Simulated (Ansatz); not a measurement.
Input file:

```yaml
crystal:
  periodic: [false, false, false]
  atoms:
    - {symbol: Si, position_ang: [0.000000, 0.000000, -3.243397]}
    - {symbol: Mg, position_ang: [0.000000, 0.000000, -0.632802]}
    - {symbol: H, position_ang: [0.000000, 0.000000, 3.876198]}
basis:
  gaussian: {orbitals: 6-31G}
magnetization: {spin_polarized: true, initial_magnetization: 1}
correlation: {method: ccsd_t, electrons: outside_noble_gas}
```

```sh
$ ansatz run in.yaml --threads 1 --pin off --events-out ev --progress --plain --max-ram 2393MiB
```

**Question.** Roughly how long does this take on 1 thread of Arm Neoverse V1, shared host, and how much host memory?

**Answer.** 4.4 s wall and 0.19 GiB.

```
304 factors; integrals over basis functions are off by at most 4.6e-4 eV
mean field evaluation 1: about -13297.7672 eV, gradient 1.0e1 eV
mean field evaluation 2: about -13297.7731 eV, gradient 1.0e1 eV
mean field evaluation 4: about -13299.2724 eV, gradient 7.0e0 eV
mean field evaluation 8: about -13301.2251 eV, gradient 1.1e0 eV
mean field evaluation 16: about -13303.7645 eV, gradient 3.1e-3 eV
mean field evaluation 32: about -13304.0312 eV, gradient 4.5e-6 eV
mean field evaluation 64: about -13301.1755 eV, gradient 3.7e-3 eV
mean field evaluation 96: about -13303.7623 eV, gradient 1.5e-1 eV
mean field evaluation 128: about -13304.0310 eV, gradient 4.7e-2 eV
mean field evaluation 160: about -13302.1921 eV, gradient 4.2e0 eV
...
mean field evaluation 896: about -13302.8448 eV, gradient 1.7e-1 eV
mean field evaluation 928: about -13303.2963 eV, gradient 4.6e-4 eV
mean field evaluation 960: about -13302.4153 eV, gradient 2.9e-2 eV
mean field evaluation 992: about -13301.8279 eV, gradient 7.8e-2 eV
mean field evaluation 1024: about -13303.7532 eV, gradient 6.9e-2 eV
mean field -13304.84052107 eV, -488.9438708044 hartree, gradient 2.2e-6 eV, S^2 2.464132; 26 other end points of the search recorded, 0 dependent functions left out
determinant -13304.84052107 eV, -488.9438708044 hartree, with singles and doubles -13306.12621237 eV, -488.9911190882 hartree
determinant -13304.25882094 eV, -488.9224937189 hartree, with singles and doubles -13306.10923886 eV, -488.9904953234 hartree
determinant -13304.03122674 eV, -488.9141297865 hartree, with singles and doubles -13305.65305478 eV, -488.9737308676 hartree
determinant -13304.01917401 eV, -488.9136868567 hartree, with singles and doubles -13305.79528448 eV, -488.9789577128 hartree
determinant -13304.01373337 eV, -488.9134869169 hartree, with singles and doubles -13305.67996200 eV, -488.9747196896 hartree
determinant -13303.90957861 eV, -488.9096593001 hartree, with singles and doubles -13305.39942173 eV, -488.9644100250 hartree
determinant -13303.76343992 eV, -488.9042888021 hartree, with singles and doubles -13305.81516043 eV, -488.9796881403 hartree
determinant -13303.76284488 eV, -488.9042669350 hartree, with singles and doubles -13305.21577306 eV, -488.9576610608 hartree
determinant -13303.73281720 eV, -488.9031634381 hartree, with singles and doubles -13305.18620291 eV, -488.9565743780 hartree
determinant -13303.29634920 eV, -488.8871235349 hartree, with singles and doubles -13304.60261268 eV, -488.9351278324 hartree
determinant -13303.24610615 eV, -488.8852771368 hartree, with singles and doubles -13304.38421339 eV, -488.9271018066 hartree
determinant -13303.22028983 eV, -488.8843284047 hartree, with singles and doubles -13304.35852902 eV, -488.9261579233 hartree
determinant -13302.84186549 eV, -488.8704215666 hartree, with singles and doubles -13305.09830125 eV, -488.9533440513 hartree
determinant -13302.41541220 eV, -488.8547496973 hartree, with singles and doubles -13303.72206293 eV, -488.9027682261 hartree
determinant -13301.82790761 eV, -488.8331593019 hartree, with singles and doubles -13304.33998735 eV, -488.9254765295 hartree
determinant -13301.82419334 eV, -488.8330228051 hartree, with singles and doubles -13303.63170213 eV, -488.8994475279 hartree
determinant -13301.17553479 eV, -488.8091850430 hartree, with singles and doubles -13304.62898343 eV, -488.9360969398 hartree
determinant -13304.84052107 eV, -488.9438708044 hartree, with singles and doubles -13306.15635635 eV, -488.9922268592 hartree
determinant -13304.25882094 eV, -488.9224937189 hartree, with singles and doubles -13306.13187875 eV, -488.9913273240 hartree
determinant -13304.03122674 eV, -488.9141297865 hartree, with singles and doubles -13305.91569153 eV, -488.9833825902 hartree
determinant -13304.01917401 eV, -488.9136868567 hartree, with singles and doubles -13305.93550195 eV, -488.9841106096 hartree
determinant -13304.01373337 eV, -488.9134869169 hartree, with singles and doubles -13305.91826468 eV, -488.9834771516 hartree
determinant -13303.76343992 eV, -488.9042888021 hartree, with singles and doubles -13305.96337059 eV, -488.9851347632 hartree
determinant -13304.23329446 eV, -488.9215556381 hartree, with singles and doubles -13306.15559127 eV, -488.9921987428 hartree
determinant -13304.23329446 eV, -488.9215556381 hartree, with singles and doubles -13306.15878113 eV, -488.9923159683 hartree
10 core orbitals not correlated: weight in the atoms' cores, before any rotation towards them, 1.000 or more for the frozen orbitals, at most 0.000 for the correlated occupied ones
reference -13304.84052107 eV, -488.9438708044 hartree; 4, 3 occupied and 14, 15 virtual orbitals, 304 factors
second order -0.72189579 eV of doubles, -0.00000000 eV of singles
cycle   1  -1.31583523 eV  change    5.1e-8 eV  update   3.8e-6
cycle   2  -1.31583336 eV  change    1.9e-6 eV  update   3.0e-6
cycle   3  -1.31583114 eV  change    2.2e-6 eV  update   2.3e-6
cycle   4  -1.31582698 eV  change    4.2e-6 eV  update   1.8e-6
cycle   5  -1.31582406 eV  change    2.9e-6 eV  update   1.2e-6
perturbative correction -0.05830424 eV, -0.0021426413 hartree
Total energy: -13306.21464937 eV, -488.9943690880 hartree
```

The determinant's ⟨S²⟩ is 2.46 against 0.75 for a pure state. The T1 diagnostic is 0.090.

For the same geometry and basis full CI lies 43.3 meV lower. By full CI's occupations no single determinant describes the state well. The determinant fills πx and πy unequally, so it is a mixture of Σ and Δ.
